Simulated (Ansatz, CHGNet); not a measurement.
For zinc-blende ZnS, the machine-learned potential CHGNet-r²SCAN (trained on r²SCAN data) gives:

- lattice constant a = 5.388 Å
- TO(Γ) frequency = 229 cm⁻¹
- elastic constant C11 = 103 GPa
- elastic constant C44 = 25.1 GPa
- Voigt–Reuss–Hill shear modulus = 22.5 GPa

Problem. What does PBE0 (plane waves, PAW; Ansatz, a first-principles code) give for the same quantities?

Solution. 
- lattice constant a: 5.420 Å (grows by 0.6 %)
- zone-centre TO phonon frequency: 272 cm⁻¹ (grows by 19 %)
- elastic constant C11: 105 GPa (stays essentially unchanged)
- elastic constant C44: 48.4 GPa (grows by 93 %)
- Voigt–Reuss–Hill shear modulus: 34.9 GPa (increases by 55 %)

For comparison: lattice constant a 5.41 Å (measured, room temperature, not corrected to a static lattice; as tabulated in Albrecht et al. (1997), arXiv:cond-mat/9706128); zone-centre TO phonon frequency 277 ± 3 cm⁻¹ (measured, room temperature, not corrected to a static lattice, neutron, our sources range from 273 to 277; as tabulated in Vagelatos et al., J. Chem. Phys. (1974)); elastic constant C11 98.1 GPa (measured, temperature not stated, no zero-point or thermal correction, our sources range from 98.1 to 104; as tabulated in Oses et al. (2018), arXiv:1811.08464); elastic constant C44 44.8 GPa (measured, temperature not stated, no zero-point or thermal correction, our sources range from 44.8 to 46.2; as tabulated in Oses et al. (2018), arXiv:1811.08464).

Changes are worked out from the printed values.

Unless a cell is named, each level is at its own relaxed cell (CHGNet-r²SCAN 19.56, PBE0 19.90 Å³/atom).

Ansatz's density-functional and Hartree–Fock values are scalar-relativistic unless marked +SOC, with PAW data made under PBE.
